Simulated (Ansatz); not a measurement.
Saddle point of C2H3S, doublet (C₂H₂ (C#C) + HS → C₂H ([C][CH]) + H₂S; bonds formed: H1–S4; bonds broken: H1–C2), PBE0-D4/def2-TZVP structure:

H1  (-1.038, 0.593, 0.543)
C2  (0.227, -0.028, -0.491)
C3  (1.044, 0.046, -1.380)
S4  (-0.738, 0.282, 1.858)
H5  (1.708, 0.071, -2.214)
H6  (-1.204, -0.965, 1.684)
(Å)

Energies are electronic, without zero-point energy. Barriers and step energies count from the start structure reached by relaxing down the imaginary mode; all methods use the PBE0-D4 structures, on which another method's saddle can fall below an end. Computed with Ansatz 0.2.0 (basis: def2-TZVPP, with def2-QZVPP for the basis limit); correlated methods freeze the cores; orbitals are unrestricted. B3LYP uses VWN-RPA correlation. Extrapolation: Hartree–Fock as exp(−7.88 √X), correlation as X^−2.97.

| method | barrier (eV) | step energy (eV) |
| --- | --- | --- |
| SPW92 | 1.387 | 1.166 |
| PBE-D4 | 1.551 | 1.314 |
| BLYP-D4 | 1.649 | 1.424 |
| r2SCAN-D4 | 1.668 | 1.404 |
| B97M-V | 1.796 | 1.514 |
| PBE0-D4 | 1.742 | 1.449 |
| B3LYP-D4 | 1.795 | 1.520 |
| r2SCAN0-D4 | 1.800 | 1.503 |
| BHLYP-D4 | 2.022 | 1.699 |
| CAM-B3LYP-D4 | 1.878 | 1.579 |
| wB97X-V | ? | 1.541 |
| wB97M-V | ? | 1.559 |
| B2PLYP | 1.842 | 1.539 |
| PBE-QIDH | 1.910 | 1.552 |
| RPA on PBE | 1.717 | 1.429 |
| HF | 2.187 | 2.040 |
| MP2 | ? | 1.918 |
| CCSD | 1.966 | 1.680 |
| CCSD(T) | 1.877 | 1.589 |

Q: Fill in the withheld barriers. (To be estimated.)

A: The calculation gives: wB97X-V 1.873; wB97M-V 1.880; MP2 2.493 eV. Each is the energy of the saddle less that of the start structure, by the same method.

For comparison, the barrier by CCSD(T) at an estimated basis limit (MP2 extrapolated from triple and quadruple zeta, plus CCSD(T) − MP2 in triple zeta) is 1.929 eV.

No T1 diagnostic of these runs exceeds 0.053. ⟨S²⟩ of the unrestricted Hartree–Fock references: 0.76 to 1.10 (a pure state has 0.75). The T1 diagnostic is large here, which may signal multireference character or strong orbital relaxation, so CCSD(T) is less sure. The unrestricted reference is spin-contaminated, which hurts MP2 most.

Labels in which every atom is bracketed show which atoms are joined, not bond orders.

For scale, one of the runs: CCSD(T)/def2-TZVPP, 146 basis functions, launched by `ansatz run in.yaml --threads 2 --pin off --events-out ev --progress --plain --max-ram 4352MiB`. Hardware: 2 CPU threads, shared host. Wall time 43 s; peak host memory 2 GiB.
